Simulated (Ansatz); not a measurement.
## [H···H···S], triplet: transfer scan

Starting geometry:

```xyz
3

H     0.0000    0.0000   -1.1643
H     0.0000    0.0000   -0.4193
S     0.0000    0.0000    1.5837
```

From there H2 is moved from one fragment to the other while all else, the fragments' distance too, stays fixed; atoms are numbered as listed. Energies are in kcal/mol, counted from the starting geometry at the same level. Kohn–Sham curves are unrestricted where that lies lower.

Basis 6-31G; Ansatz 0.2.0. Correlated methods freeze the noble-gas cores.

Full CI is exact within this basis and frozen core; it isn't the basis-set limit.

```json
{"distance H1-H2 (Å)": "0.693", "PBE": "1.6"}
{"distance H1-H2 (Å)": "0.745", "PBE": "0.0"}
{"distance H1-H2 (Å)": "0.834", "PBE": "1.6"}
{"distance H1-H2 (Å)": "0.923", "PBE": "6.0"}
{"distance H1-H2 (Å)": "1.012", "PBE": "10.9"}
{"distance H1-H2 (Å)": "1.101", "PBE": "15.1"}
{"distance H1-H2 (Å)": "1.190", "PBE": "17.9"}
{"distance H1-H2 (Å)": "1.279", "PBE": "20.0"}
{"distance H1-H2 (Å)": "1.368", "PBE": "22.7"}
```

Question: Estimate the full CI curve in 6-31G from this one, knowing how PBE errs.

Answer: The computed full CI values, in kcal/mol from the starting point, and the error of PBE against them:
```
distance H1-H2 (Å)  full CI  PBE less full CI
             0.693      0.4               1.3
             0.745      0.0               0.0
             0.834      4.1              -2.4
             0.923     11.1              -5.1
             1.012     18.7              -7.7
             1.101     24.7              -9.6
             1.190     28.1             -10.1
             1.279     29.4              -9.4
             1.368     30.7              -7.9
```

The error spans 11.4 kcal/mol and is largest, -10.1 kcal/mol, at 1.190 Å.

In so small a basis the reference is far from its limit while semilocal and hybrid functionals are nearer theirs, so the functionals' errors here hold much of the reference's basis and frozen-core error, which can add to them or hide them.
